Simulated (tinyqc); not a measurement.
Ways to converge the cycle: SCF convergence aids in the sto-3g basis, for H2O, spin multiplicity 1. Computed by the program tinyqc with PySCF. RHF with one setting changed at a time; a run stops when the energy changes by less than 1e-09 hartree and the error matrix is below 1e-5. The start is the Wolfsberg-Helmholz matrix. Damping d keeps d of the old density; a shift (hartree) raises the virtual levels; DIIS n extrapolates F over n matrices.

Geometry (angstrom):
```
atom       x        y       z
O     0.0000   0.0000  0.0000
H     0.0000   0.9790  0.7700
H     0.0000  -0.9910  0.7800
```

lowest restricted solution found by these runs and by PySCF = -74.865281 hartree

Largest element of the error matrix X^T (FDS - SDF) X:
```
iteration    plain  damping 0.3  damping 0.6  shift 0.4   DIIS 3   DIIS 8
1          5.1e-01      5.1e-01      5.1e-01    5.1e-01  5.1e-01  5.1e-01
2          1.3e-01      1.3e-01      2.8e-01    1.7e-01  1.3e-01  1.3e-01
3          4.3e-02      6.7e-02      1.5e-01    9.4e-02  3.5e-02  3.5e-02
4          1.6e-02      3.4e-02      9.2e-02    4.7e-02  5.2e-03  5.2e-03
5          5.4e-03      1.8e-02      6.7e-02    2.4e-02  1.8e-03  1.6e-03
6          2.4e-03      9.1e-03      4.9e-02    1.2e-02  9.0e-04  5.9e-05
8          4.4e-04      2.6e-03      2.5e-02    4.0e-03  1.4e-05  5.7e-07
10         1.0e-04      8.1e-04      1.3e-02    1.9e-03        -        -
14         7.8e-06      1.4e-04      3.7e-03    4.5e-04        -        -
20               -      1.4e-05      6.2e-04    4.8e-05        -        -
30               -            -      5.6e-05          -        -        -
```

How each run ends:
```
run          iterations  E (hartree)         state
plain                14    -74.86528  lowest found
damping 0.3          22    -74.86528  lowest found
damping 0.6          41    -74.86528  lowest found
shift 0.4            25    -74.86528  lowest found
DIIS 3                9    -74.86528  lowest found
DIIS 8                8    -74.86528  lowest found
```

What does the comparison show, and why?

6 of 6 runs reach the lowest restricted solution found, in 8 to 41 iterations (fastest: DIIS 8). Plain steps already contract here, so damping only slows them. DIIS 3 and DIIS 8 gain by cancelling the error over several earlier matrices, much as a quasi-Newton step does.
